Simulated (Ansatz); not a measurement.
The linear singlet lies higher and needs more than one determinant, so no gap is given.

Species: HS, SMILES `[SH+]` (lower triplet) (charge 1, multiplicity 3).

Problem. Give a relaxed geometry from B3LYP-D3(BJ)/def2-TZVP in Ansatz (a first-principles code).

Solution. the end point of this relaxation (outside a Z-matrix the atoms follow the SMILES, hydrogens last).
Bond lengths (Å): S1–H2 1.371.
